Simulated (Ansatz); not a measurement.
**Pd, fcc: geometry optimisation**

Computed with DFT, BLYP, plane waves (420 eV) with PAW, scalar-relativistic in Ansatz 0.2.0. (PAW data from PBE, frozen cores regenerated.)

k-point mesh 11×11×8, Fermi-Dirac smearing 0.05 eV, starting moments 0.50, -0.50 μB. Cell and atoms relax.

Starting structure:

```
CELL_PARAMETERS angstrom
2.75050 0.00000 0.00000
0.00000 2.75050 0.00000
0.00000 0.00000 3.88980
ATOMIC_POSITIONS crystal
Pd 0.00000 0.00000 0.00000
Pd 0.50000 0.50000 0.50000
```

What cell does the relaxation end in?

Fm-3m with a = 4.028 Å; 16.34 Å³ per atom against 14.71 at the start (11.1 %).

How much energy does the relaxation gain?

85.5 meV per atom.

Which magnetic state does it end in?

non-magnetic.
